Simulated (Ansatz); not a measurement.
Ge–CH$_{2}$⁺, doublet: reading a ladder of total energies

Geometry: that of the Ge–CH2, singlet, kept fixed.

```xyz
4

Ge    0.0000    0.0000    0.3030
C     0.0000    0.0000   -1.4834
H     0.0000   -0.9122   -2.0790
H     0.0000    0.9122   -2.0790
```

Basis cc-pVDZ; Ansatz 0.2.0. Correlated methods freeze the noble-gas cores and the filled d shells of p-block atoms, which leaves 9 electrons in 36 orbitals. Prefix R: restricted or restricted open-shell reference. No spin–orbit coupling is included, and no scalar relativity.

Full CI isn't at hand for all of this; RCCSDTQ serves as the reference, and is uncertain by about the last step of the cluster series.

Runs differ by some tens of microhartree through their thresholds and, for an open shell, their frozen cores, so steps under 0.03 kcal/mol mean nothing.

```csv
level,total energy (hartree)
RHF,-2114.033984
RMP2,-2114.201292
RCCSD,-2114.232817
RCCSD(T),-2114.237889
RCCSDT,-2114.238708
RCCSDT(Q),-2114.239015
RCCSDTQ,-2114.239033
```

What is the correlation energy at RCCSDTQ, and what share of it do RMP2 and RCCSDT recover?

E(corr) = -2114.239033 − (-2114.033984) = -0.205049 hartree = -5.580 eV. RMP2: -0.167308 / -0.205049 = 81.59 %. RCCSDT: -0.204724 / -0.205049 = 99.84 %.

By how many kcal/mol does RCCSD(T) miss RCCSDTQ (1 hartree = 627.509 kcal/mol), and which steps make up the rest?

-2114.237889 − (-2114.239033) = 0.001144 hartree = 0.72 kcal/mol. Steps: RCCSDT − RCCSD(T) = -0.51, RCCSDT(Q) − RCCSDT = -0.19, RCCSDTQ − RCCSDT(Q) = -0.01 kcal/mol. That is within 1 kcal/mol of the reference in this basis, which itself misses far more of the correlation at the basis-set limit.
